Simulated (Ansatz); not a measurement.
Results of HSE06 in Ansatz (plane waves, PAW) for fluorite CeO2.

Numerical settings: plane-wave cutoff 460 eV, 8×8×8 k mesh, Fermi–Dirac smearing 0.01 eV, no spin polarisation, scalar-relativistic PAW data made under PBE.

Response to compression and expansion:

```csv
V (Å³/atom),P (GPa),direct gap at Γ (eV),smallest gap on the k mesh (eV)
12.419,12.08,5.180,3.849
12.746,5.71,4.980,3.739
13.171,-1.42,4.717,3.598
13.399,-4.76,4.574,3.524
13.726,-9.04,4.379,3.419
```

The fundamental gap (3.63 eV at the equilibrium volume, with added k points) lies elsewhere than Γ–Γ.

Measured, for comparison: band gap 3 eV (temperature not stated, not corrected to a static lattice, O 2p to Ce 4f, sources range from 3.00 to 3.20; as tabulated in Tran et al. (2019), arXiv:1908.01820).

Spin–orbit coupling is not included.

Ansatz is a quantum-chemistry and plane-wave program.
